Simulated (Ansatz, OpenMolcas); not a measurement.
**How methods differ on PO (Phosphorus monoxide)**

PO has 2 atoms, charge 0, and is taken as a doublet. SMILES: `O=[P]`. The shape is that of a PBE0-D4/def2-TZVP optimisation.

```xyz
2

O     0.0000    0.0000   -0.0095
P     0.0000    0.0000    1.4645
```

Each level gives the vertical ionisation energy (to the singlet cation) (eV). The values are calculated.

| level | kind | program | value (eV) | less CCSD(T)/cc-pVTZ | CPU time (all runs) |
| --- | --- | --- | --- | --- | --- |
| USVWN5/cc-pVTZ | LDA | OpenMolcas | 8.47 | +0.24 | 15 s |
| U-r2SCAN/cc-pVTZ | meta-GGA | Ansatz | 8.60 | +0.37 | 8.7 s |
| UM06-L/cc-pVTZ | meta-GGA | OpenMolcas | 8.34 | +0.11 | 31 s |
| UHSE06/cc-pVTZ | range-separated hybrid | Ansatz | 8.62 | +0.39 | 5.5 s |
| UPBE-QIDH/cc-pVTZ | double hybrid | Ansatz | 8.51 | +0.28 | 7.1 s |
| RPA@PBE/cc-pVTZ | RPA | Ansatz | 8.49 | +0.26 | 5.5 s |
| ROCCSD(T)/cc-pVTZ | coupled cluster or CI | OpenMolcas | 8.23 | 0.00 | 14 s |
| UCCSD/cc-pVTZ | coupled cluster or CI | Ansatz | 8.32 | +0.09 | 3.8 s |
| FCI/STO-3G | exact in the basis | Ansatz | 3.52 | -4.71 | 0.53 s |

ROCCSD(T)/cc-pVTZ is the highest level here, not the true value. The values span 3.52 to 8.62 eV. High-level rows in very small sets aren't better than simpler rows in larger ones. In so small a basis fixed costs decide the times, and correlated methods can beat functionals. CPU times are rough (shared hosts, several kinds of processor and program).
